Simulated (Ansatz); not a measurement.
C₂H₄F₂O, SMILES `OC(F)CF`. Total charge 0; spin multiplicity 1.

```xyz
9

O     0.126   -0.772    1.364
C     0.583    0.064    0.385
F     0.651    1.364    0.856
C    -0.295    0.053   -0.847
F    -1.614    0.191   -0.458
H    -0.826   -0.640    1.448
H     1.604   -0.239    0.134
H    -0.191   -0.902   -1.368
H    -0.039    0.880   -1.512
```

Q: What are the harmonic wavenumbers in cm⁻¹ at PBE0-D4/def2-TZVP (Ansatz, finite differences of forces, unscaled)? (Estimate.)

A: Ansatz gave: 121, 253, 386, 454, 548, 749, 861, 958, 1079, 1122, 1176, 1270, 1332, 1375, 1412, 1455, 1488, 3074, 3094, 3139, 3805.

Q: Is this a minimum?

A: Yes, all 21 modes are real.

Q: Give the ideal-gas thermochemistry at 298.15 K and 1 bar (rigid rotor, harmonic oscillator; point group C1, symmetry number 1).

A: Zero-point energy 174.4 kJ/mol; H(298) − E = 190.2 kJ/mol; entropy 303.7 J/(mol·K), of which translation 163.8, rotation 106.7, vibration 33.3; G(298) − E = 99.7 kJ/mol.

Q: And at 400, 500, 600, 800 and 1000 K?

A: 
```json
{"T (K)": "400", "H − E (kJ/mol)": "199.2", "S (J/mol/K)": "329.5", "G − E (kJ/mol)": "67.4"}
{"T (K)": "500", "H − E (kJ/mol)": "209.7", "S (J/mol/K)": "352.9", "G − E (kJ/mol)": "33.3"}
{"T (K)": "600", "H − E (kJ/mol)": "221.7", "S (J/mol/K)": "374.7", "G − E (kJ/mol)": "-3.1"}
{"T (K)": "800", "H − E (kJ/mol)": "249.0", "S (J/mol/K)": "413.8", "G − E (kJ/mol)": "-82.1"}
{"T (K)": "1000", "H − E (kJ/mol)": "279.5", "S (J/mol/K)": "447.8", "G − E (kJ/mol)": "-168.3"}
```
